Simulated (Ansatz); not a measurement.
Z-matrix (Å, degrees):
```
C
C 1 1.513
H 1 1.091 2 112.2
H 1 1.092 2 109.8 3 120.7
H 1 1.092 2 110.2 3 -119.9
S 2 1.817 1 113.8 3 -75.1
H 2 1.094 1 113.6 3 47.6
H 2 1.093 1 110.9 3 168.9
C 6 1.810 2 98.3 1 67.5
O 6 1.486 2 107.0 1 -42.8
C 9 1.515 6 109.2 2 -176.4
H 9 1.092 6 107.7 2 -55.4
H 9 1.094 6 106.9 2 62.0
H 11 1.091 9 110.2 6 58.0
H 11 1.092 9 110.5 6 177.7
H 11 1.092 9 111.3 6 -62.1
```

Total charge 0; spin multiplicity 1.

Problem. List the ωB97M-V/def2-TZVPP orbital energies in eV (Ansatz 0.2.0). (Estimate.)

Solution. The calculation gave: Occupied: -2429.24, -524.70, -282.24, -282.20, -281.45, -281.44, -222.85, -165.95, -165.94, -165.80, -30.94, -25.45, -24.50, -22.09, -20.47, -18.69, -16.10, -15.89, -15.61, -14.80, -13.97, -13.52, -13.13, -12.85, -12.66, -12.40, -12.09, -9.99, -8.79. Lowest empty: 2.41, 2.79, 3.13, 3.26, 3.77, 4.01, 4.46, 4.59.
